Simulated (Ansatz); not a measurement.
Basis-set extrapolation for C₄H₆S, SMILES `C=CC(C)=S` (PBE0-D4/def2-TZVP geometry, frozen core, Ansatz 0.2.0). Multiplicity 1, RHF reference.

```tsv
	def2-TZVPP	def2-QZVPP
HF	-552.525348	-552.543411
MP2 correlation	-0.825278	-0.881741
CCSD(T) correlation	-0.913120	not run
```

Energies in hartree. Use E(X) = E(∞) + A·exp(−7.88·√X) for Hartree–Fock and E(X) = E(∞) + B·X^(−2.97) for correlation, with X = 3 and 4, and add CCSD(T) minus MP2 of the smaller set to the MP2 limit.

Problem. What is the CCSD(T) energy at the basis-set limit?

Solution. HF limit: -552.543411 + (-0.018063) × 0.13774 = -552.54590. MP2 limit: -0.881741 + (-0.056463) × 0.74074 = -0.92357. Higher-order term: -0.913120 − (-0.825278) = -0.08784. Total: -553.55731 hartree, 312.0 kJ/mol below CCSD(T)/def2-TZVPP.
